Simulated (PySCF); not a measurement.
Compound: N₂.
SMILES with atom numbers: `[N:1]#[N:2]`

The same species was optimised twice, with GFN2-xTB and with PBE0-D3(BJ)/def2-SVP (PySCF), and the same property calculations (PySCF, gas phase) were run on both structures.

```json
{"coordinate": "N1≡N2 (Å)", "GFN2-xTB": "1.098", "PBE0-D3(BJ)/def2-SVP": "1.098", "change": "0.000"}
```

Rotational constants: B = 59844 MHz (linear) (GFN2-xTB) against B = 59896 MHz (linear) (PBE0-D3(BJ)/def2-SVP). Point groups within 0.08 Å: D∞h and D∞h.

On the GFN2-xTB structure: HOMO (eV) -12.06 [PBE0/pcSseg-1]; LUMO (eV) -0.42 [PBE0/pcSseg-1]; GIAO shielding of N1/N2 (mean) (ppm) -96.3 [PBE0/pcSseg-1].

Q: What do these properties become on the PBE0-D3(BJ)/def2-SVP structure?

A: 
```json
{"property": "HOMO (eV)", "level": "PBE0/pcSseg-1", "on GFN2-xTB": "-12.06", "on PBE0-D3(BJ)/def2-SVP": "-12.06", "change": "0.00"}
{"property": "LUMO (eV)", "level": "PBE0/pcSseg-1", "on GFN2-xTB": "-0.42", "on PBE0-D3(BJ)/def2-SVP": "-0.42", "change": "0.00"}
{"property": "energy, GFN2-xTB geometry as zero (kcal/mol)", "level": "PBE0/pcSseg-1", "on GFN2-xTB": "0.0", "on PBE0-D3(BJ)/def2-SVP": "0.0", "change": "0.0"}
{"property": "GIAO shielding of N1/N2 (mean) (ppm)", "level": "PBE0/pcSseg-1", "on GFN2-xTB": "-96.3", "on PBE0-D3(BJ)/def2-SVP": "-95.9", "change": "+0.4"}
```

The heavy atoms differ by 0.000 Å rms after alignment. Among all bonds N1≡N2 changes most (0.000 Å). Changes are differences of the printed values. Neither structure is proved a minimum here.
